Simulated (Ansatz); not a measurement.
# C2H2 (singlet): from Hartree-Fock to the top rungs, cc-pVTZ

How much of the correlation energy of C2H2 (singlet) does each wave-function method recover here?

Method: cc-pVTZ, core rule «outside noble gas», up to 2 orbitals frozen; program: Ansatz 0.2.0, Gaussian basis.

Plan: UHF; CCSD(T) on RHF; BCCD(T) on RHF; CISD; CCSDT(Q) on RHF; CASSCF and MRCISD+Q, 10 electrons in 10 orbitals; CASSCF and MRCISD+Q(relaxed), 10 electrons in 10 orbitals; CASSCF and NEVPT2, 10 electrons in 10 orbitals.

11 further runs of the same task are left out: 1 that didn't finish, 10 set aside as unsound or not needed.

## Step 1: What is computed

The geometry is an MP2(full)/6-31G* stationary point (not a proven minimum).

4 atoms, charge 0, spin multiplicity 1.

Atoms are counted from 1 here; the program's logs count them from 0.

Bond lengths: C1–C2 1.216 Å, C1–H4 1.066 Å, C2–H3 1.066 Å. Angles: C2–C1–H4 180.0°, C1–C2–H3 180.0°.

## Step 2: UHF

File in.yaml:

```yaml
crystal:
  periodic: [false, false, false]
  atoms:
    - {symbol: C, position_ang: [0.000000, 0.000000, 0.608080]}
    - {symbol: C, position_ang: [0.000000, 0.000000, -0.608080]}
    - {symbol: H, position_ang: [0.000000, 0.000000, -1.673990]}
    - {symbol: H, position_ang: [0.000000, 0.000000, 1.673990]}
basis:
  gaussian: {orbitals: cc-pVTZ}
magnetization: {spin_polarized: true, initial_magnetization: 0}
hamiltonian: {xc: hf}
output: {orbitals: {seedname: orbitals}}
```

Command:

```bash
$ ansatz run in.yaml --threads 1 --pin off --events-out ev --progress --plain --max-ram 8192MiB --backend cpu
```

After this run come: CCSD(T) on RHF; BCCD(T) on RHF; CISD; CCSDT(Q) on RHF; CASSCF and MRCISD+Q, 10 electrons in 10 orbitals; CASSCF and MRCISD+Q(relaxed), 10 electrons in 10 orbitals; CASSCF and NEVPT2, 10 electrons in 10 orbitals.

Q: Predict the results of all the runs planned. Wanted: RCCSDT(Q) below the RHF energy; RMP2 from RCCSDT(Q); RCCSD from RCCSDT(Q); RCCSD(T) from RCCSDT(Q); NEVPT2 valence from RCCSDT(Q); MRCISD+Q valence from RCCSDT(Q); MRCISD+Q(relaxed) valence from RCCSDT(Q); T1 diagnostic; effectively unpaired electrons.

**Answer**, as computed:

```
                                quantity                                                 value
          RCCSDT(Q) below the RHF energy                                            -9.2849 eV
                     RMP2 from RCCSDT(Q)                                            +808.8 meV
                    RCCSD from RCCSDT(Q)                                            +489.8 meV
                 RCCSD(T) from RCCSDT(Q)                                             +34.9 meV
           NEVPT2 valence from RCCSDT(Q)                                           +1010.1 meV
         MRCISD+Q valence from RCCSDT(Q)                                             +57.5 meV
MRCISD+Q(relaxed) valence from RCCSDT(Q)                                             +26.4 meV
       levels within 1 kcal/mol (43 meV)  RCCSD(T), BCCD(T), RCCSDT, MRCISD+Q(relaxed) valence
                           T1 diagnostic                                                 0.013
          effectively unpaired electrons                                                  0.07
```

What this shows: RCCSD(T) misses by +34.9 meV, 0.4 % of the correlation energy. One determinant dominates. Of the multireference levels listed MRCISD+Q(relaxed) valence comes nearest in total energy (+26.4 meV), which doesn't show that its space is the better one. These misses are within one basis, not against nature.
